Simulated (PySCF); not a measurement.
CH₅N, SMILES CN (connectivity only; charge and spin as stated), charge +1, multiplicity 2. Atoms are numbered in the order given.

```xyz
7

C     -0.7021    -0.0157     0.0000
N      0.7073    -0.0084     0.0000
H     -1.0888    -0.4664     0.9152
H     -1.0888    -0.4664    -0.9152
H     -1.0438     1.0451     0.0000
H      1.2415     0.0204     0.8688
H      1.2415     0.0204    -0.8688
```
Charge +1, spin multiplicity 2.

Geometry optimised at r2SCAN-D4/def2-TZVP. The multiplicity is an assumed one; other spin states were not compared.

Level of theory: M06-2X/def2-TZVPD in PySCF.

Task: Estimate the frontier levels, dipole moment and polarisability. (Estimate from the structure and the level; the computed values follow.)

Result: 
The α spin, highest occupied and lowest empty level is -17.59 and -4.90 eV, the β spin, highest occupied and lowest empty level is -19.39 and -10.05 eV and the dipole moment about the centre of nuclear charge is 1.47 D. The mean static polarisability is 20.2 bohr³ (2.99 Å³) and the polarisability, principal values comes out as 16.4, 18.3, 25.8 bohr³. The ⟨S²⟩ is 0.756 (pure state 0.75).
